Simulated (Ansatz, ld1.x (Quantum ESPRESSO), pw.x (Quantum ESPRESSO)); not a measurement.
pw.x on diamond Ge: one setting changed

Potential: ultrasoft, ld1.x (Quantum ESPRESSO) 7.5, PBE; core [Ar] 3d10, reference 4s2 4p2; waves: 4s (bound): rcut 1.55, rcutus 1.90 bohr; 4s channel at -0.4 Ry: rcut 1.55, rcutus 1.90 bohr; 4p (bound): rcut 1.65, rcutus 2.25 bohr; 4p channel at 0.1 Ry: rcut 1.65, rcutus 2.25 bohr; 4d channel at 0.25 Ry: rcut 1.80, rcutus 3.52 bohr; 4d channel at 2.85 Ry: rcut 1.80, rcutus 3.52 bohr; local part: all-electron potential smoothed inside 1.60 bohr (lloc = -1); core correction: Bessel-smoothed model core, default radius (core density twice the valence density); augmentation: PSQ, radius 1.50 bohr.

The reference run (k-mesh 8³, cutoffs 40/380 Ry, Fermi–Dirac 0.01 Ry, mixing_beta 0.4, conv_thr 1e-9, no spin) gives 0.20 GPa at 23.951 Å³/atom, where all-electron LAPW gives 0.00 GPa. This run, with its own iteration cap, changes degauss to 1e-05, a wrong or extreme entry chosen on purpose.

```
&control
  calculation='scf', prefix='x', pseudo_dir='./', outdir='./tmp', tstress=.true., disk_io='none'
/
&system
  ibrav=0, nat=2, ntyp=1, ecutwfc=40, ecutrho=380, nbnd=11,
  occupations='smearing', smearing='fd', degauss=1e-05
/
&electrons
  conv_thr=1e-09, mixing_beta=0.4, electron_maxstep=70
/
ATOMIC_SPECIES
Ge 1.0 Ge.UPF
CELL_PARAMETERS angstrom
  0.00000000 2.88253474 2.88253474
  2.88253474 0.00000000 2.88253474
  2.88253474 2.88253474 0.00000000
ATOMIC_POSITIONS crystal
Ge 0.0000 0.0000 0.0000
Ge 0.2500 0.2500 0.2500
K_POINTS automatic
8 8 8 0 0 0
```

```bash
pw.x < Ge.scf.in > Ge.scf.out
```

Problem. How does the run end?

Solution. It converges in 8 iterations; the free energy moves by +2.6 meV/atom and the pressure by -0.14 GPa. With next to no smearing the run approaches the zero-width result on this mesh, which converges more slowly with k-points.

```
Message from routine setup:
     using ibrav=0 with symmetry is DISCOURAGED, use correct ibrav instead
     lattice parameter (alat)  =       7.7035  a.u.
     unit-cell volume          =     323.2587 (a.u.)^3
     number of electrons       =         8.00
     number of Kohn-Sham states=           11
     kinetic-energy cutoff     =      40.0000  Ry
     charge density cutoff     =     380.0000  Ry
     scf convergence threshold =      1.0E-09
     Exchange-correlation= PBE
     number of k points=    29  Fermi-Dirac smearing, width (Ry)=  0.0000
     iteration #  1     ecut=    40.00 Ry     beta= 0.40
     total energy              =     -45.91246790 Ry
     estimated scf accuracy    <       0.02877941 Ry
     iteration #  2     ecut=    40.00 Ry     beta= 0.40
     total energy              =     -45.91158301 Ry
     estimated scf accuracy    <       0.00923744 Ry
     iteration #  3     ecut=    40.00 Ry     beta= 0.40
     total energy              =     -45.91200338 Ry
     estimated scf accuracy    <       0.00008251 Ry
     iteration #  4     ecut=    40.00 Ry     beta= 0.40
     c_bands:  1 eigenvalues not converged
     c_bands:  1 eigenvalues not converged
     total energy              =     -45.91207161 Ry
     estimated scf accuracy    <       0.00000716 Ry
     iteration #  5     ecut=    40.00 Ry     beta= 0.40
     total energy              =     -45.91207357 Ry
     estimated scf accuracy    <       0.00000059 Ry
     iteration #  6     ecut=    40.00 Ry     beta= 0.40
     total energy              =     -45.91207383 Ry
     estimated scf accuracy    <          3.5E-09 Ry
     iteration #  7     ecut=    40.00 Ry     beta= 0.40
     total energy              =     -45.91207385 Ry
     estimated scf accuracy    <          1.4E-09 Ry
     iteration #  8     ecut=    40.00 Ry     beta= 0.40
     the Fermi energy is     5.2518 ev
!    total energy              =     -45.91207385 Ry
     estimated scf accuracy    <          3.9E-11 Ry
     smearing contrib. (-TS)   =      -0.00000007 Ry
     The total energy is F=E-TS. E is the sum of the following terms:
     one-electron contribution =       4.50108747 Ry
     hartree contribution      =       1.21303506 Ry
     xc contribution           =     -35.80361780 Ry
     ewald contribution        =     -15.82257851 Ry
     convergence has been achieved in   8 iterations
          total   stress  (Ry/bohr**3)                   (kbar)     P=        0.55
     Message from routine punch:
     Nothing written, as per user request (disk_io='none')
```

The run took about 10 s on one core of a shared host (Neoverse-V1, 32 threads, 247 GiB, load 15).
